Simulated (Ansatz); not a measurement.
How far each method lies from UCCSDT(Q) for B–SiH–Cl⁺, triplet

Geometry: that of the B–SiH–Cl, doublet, kept fixed.

```json
{"atom": "B", "x (Å)": "0.0000", "y (Å)": "-0.7748", "z (Å)": "2.2980"}
{"atom": "Si", "x (Å)": "0.0000", "y (Å)": "0.4264", "z (Å)": "0.6909"}
{"atom": "Cl", "x (Å)": "0.0000", "y (Å)": "-0.1559", "z (Å)": "-1.2692"}
{"atom": "H", "x (Å)": "0.0000", "y (Å)": "1.9148", "z (Å)": "0.7450"}
```

Basis cc-pVDZ; Ansatz 0.2.0. Only valence electrons are correlated (noble-gas cores frozen), which leaves 14 electrons in 44 orbitals. Prefix R: restricted or restricted open-shell reference; prefix U: unrestricted. Active spaces: frontier = (10e, 10o) about the gap.

Full CI isn't at hand for all of this; UCCSDT(Q) serves as the reference, and is uncertain by the last step of the cluster series or more. The frozen core follows each run's orbitals, which can shift R against U totals by a few meV.

For open shells CISD is restricted-active-space CI with the open shells as a complete middle space.

The UHF ⟨S²⟩ is 2.005, the T1 diagnostic (RCCSD) is 0.0293 and the largest doubles amplitude (RCCSD) is 0.051. The T1 diagnostic (UCCSD) is 0.0263.

| level | E − E(UCCSDT(Q)) (kJ/mol) | share of correlation (%) | wall time |
| --- | --- | --- | --- |
| RHF | 762.4 | 0.00 | – |
| UHF | 757.9 | 0.59 | – |
| RMP2 | 131.4 | 82.76 | – |
| UMP2 | 130.9 | 82.83 | – |
| CISD | 102.0 | 86.62 | 21 s |
| RCCSD | 30.1 | 96.05 | – |
| UCCSD | 29.9 | 96.08 | – |
| RCCSD(T) | 6.6 | 99.13 | 15 s |
| UCCSD(T) | 6.6 | 99.14 | 23 s |
| BCCD(T) | 6.2 | 99.18 | 15 s |
| RCCSDT | 2.0 | 99.74 | – |
| UCCSDT | 1.9 | 99.75 | – |
| RCCSDT(Q) | 0.2 | 99.97 | 1.9 min |

The correlation energy at UCCSDT(Q), counted from RHF, is -7.901 eV. That run took 99 s on 1 thread of Intel Xeon Platinum 8259CL, shared host.

Run but not shown, since their state, orbitals or frozen core can't be matched to the reference's or they repeat it: CASSCF (frontier space), NEVPT2 (frontier space).

Times hold each run's SCF and search for its determinant on a shared host, so for small cases they say little of a method's own cost; they ran on 1 thread of Intel Xeon Platinum 8259CL. Some runs computed forces too.
